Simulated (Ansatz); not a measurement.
C2H5F2N, SMILES `FCNCF`, charge 0, multiplicity 1.

Task: Give a relaxed structure at PBE0-D4/def2-TZVP (Ansatz). (Estimate.)

Result: Computed: 
Z-matrix (Å, degrees):
```
C
N 1 1.405
F 1 1.393 2 113.9
H 1 1.093 2 109.4 3 -119.4
H 1 1.092 2 110.0 3 119.2
C 2 1.405 1 119.9 3 73.9
H 2 1.009 1 114.5 3 -68.1
F 6 1.393 2 113.9 1 -73.9
H 6 1.092 2 110.0 1 166.9
H 6 1.093 2 109.4 1 45.5
```
Point group Cs.
This is one stationary point; other conformers may exist.
